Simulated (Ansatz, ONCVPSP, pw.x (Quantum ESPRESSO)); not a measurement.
## pw.x on bcc Al: one setting changed

Potential: optimised norm-conserving Vanderbilt (ONCV), ONCVPSP 4.0.1.1 (patched build), LDA (Perdew-Wang 92); core [Ne], reference 3s2 3p1; waves: 3s: rc 1.75 bohr, ncon 4, nbas 8, qcut 4.4 1/bohr, local; 3p: rc 2.50 bohr, ncon 4, nbas 7, qcut 3.3 1/bohr, 2 projectors, debl 2.9 Ha; d scattering state at 0.36 Ha: rc 2.50 bohr, ncon 4, nbas 9, qcut 3.4 1/bohr, 3 projectors, debl 1.3 Ha; local part: the s channel; core correction: Teter function fitted to the true core (icmod 2), fcfact 0.7.

The reference run (k-mesh 14³, cutoffs 50/200 Ry, Fermi–Dirac 0.01 Ry, mixing_beta 0.4, conv_thr 1e-9, no spin) gives -0.36 GPa at 16.222 Å³/atom, where all-electron LAPW gives 0.10 GPa. This run, with its own iteration cap, changes mixing_mode to local-TF.

```
&control
  calculation='scf', prefix='x', pseudo_dir='./', outdir='./tmp', tstress=.true., disk_io='none'
/
&system
  ibrav=0, nat=1, ntyp=1, ecutwfc=50, ecutrho=200, nbnd=8,
  occupations='smearing', smearing='fd', degauss=0.01
/
&electrons
  conv_thr=1e-09, mixing_beta=0.4, electron_maxstep=60, mixing_mode='local-TF'
/
ATOMIC_SPECIES
Al 1.0 Al.UPF
CELL_PARAMETERS angstrom
  -1.59470909 1.59470909 1.59470909
  1.59470909 -1.59470909 1.59470909
  1.59470909 1.59470909 -1.59470909
ATOMIC_POSITIONS crystal
Al 0.0000 0.0000 0.0000
K_POINTS automatic
14 14 14 0 0 0
```

```bash
pw.x < Al.scf.in > Al.scf.out
```

Task: How does the run end?

Result: It converges in 6 iterations; the free energy moves by +0.0 meV/atom and the pressure by +0.00 GPa. The result is that of the reference run.

```
Message from routine setup:
     using ibrav=0 with symmetry is DISCOURAGED, use correct ibrav instead
     lattice parameter (alat)  =       5.2196  a.u.
     unit-cell volume          =     109.4715 (a.u.)^3
     number of electrons       =         3.00
     number of Kohn-Sham states=            8
     kinetic-energy cutoff     =      50.0000  Ry
     charge density cutoff     =     200.0000  Ry
     scf convergence threshold =      1.0E-09
     Exchange-correlation= SLA  PW   NOGX NOGC
     number of k points=   104  Fermi-Dirac smearing, width (Ry)=  0.0100
     iteration #  1     ecut=    50.00 Ry     beta= 0.40
     total energy              =      -6.04962291 Ry
     estimated scf accuracy    <       0.00535347 Ry
     iteration #  2     ecut=    50.00 Ry     beta= 0.40
     total energy              =      -6.04828279 Ry
     estimated scf accuracy    <       0.00268614 Ry
     iteration #  3     ecut=    50.00 Ry     beta= 0.40
     total energy              =      -6.04839619 Ry
     estimated scf accuracy    <       0.00000149 Ry
     iteration #  4     ecut=    50.00 Ry     beta= 0.40
     total energy              =      -6.04840034 Ry
     estimated scf accuracy    <       0.00000016 Ry
     iteration #  5     ecut=    50.00 Ry     beta= 0.40
     total energy              =      -6.04840033 Ry
     estimated scf accuracy    <       0.00000008 Ry
     iteration #  6     ecut=    50.00 Ry     beta= 0.40
     the Fermi energy is     7.8862 ev
!    total energy              =      -6.04840033 Ry
     estimated scf accuracy    <          3.3E-10 Ry
     smearing contrib. (-TS)   =      -0.00171471 Ry
     The total energy is F=E-TS. E is the sum of the following terms:
     one-electron contribution =       2.97410055 Ry
     hartree contribution      =       0.00503850 Ry
     xc contribution           =      -3.59154363 Ry
     ewald contribution        =      -5.43428105 Ry
     convergence has been achieved in   6 iterations
          total   stress  (Ry/bohr**3)                   (kbar)     P=       -3.57
     Message from routine punch:
     Nothing written, as per user request (disk_io='none')
```

The run took about 10 s on one core of a shared host (Neoverse-N1, 64 threads, 124 GiB, load 58).
